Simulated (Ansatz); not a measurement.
Molecule: dimethyl thioether, C$_{2}$H$_{6}$S, net charge 0, singlet state. 
Structure (B3LYP-D3(BJ)/def2-TZVP (Ansatz, a first-principles code) minimum search):
```xyz
9

C      0.0016     1.3789    -0.5167
S      0.0002     0.0021     0.6601
C     -0.0019    -1.3822    -0.5079
H      0.0029     2.2993     0.0655
H      0.8930     1.3571    -1.1446
H     -0.8903     1.3593    -1.1440
H     -0.0029    -2.2988     0.0802
H     -0.8938    -1.3644    -1.1353
H      0.8895    -1.3666    -1.1359
```
Charge 0, spin multiplicity 1.

Basis-set convergence of Hartree-Fock and CCSD correlation energies (hartree) with Ansatz. Correlated levels leave the core frozen unless marked. No spin-orbit coupling. No relativistic terms.

| basis | functions | E(HF) | E(corr, CCSD) |
|---|---|---|---|
| cc-pV(D+d)Z | 81 | -476.76282 | -0.47893 |
| cc-pV(T+d)Z | 183 | … | … |

What belongs in the gaps?


- cc-pV(T+d)Z, E(HF): -476.80438
- cc-pV(T+d)Z, E(corr, CCSD): -0.58139
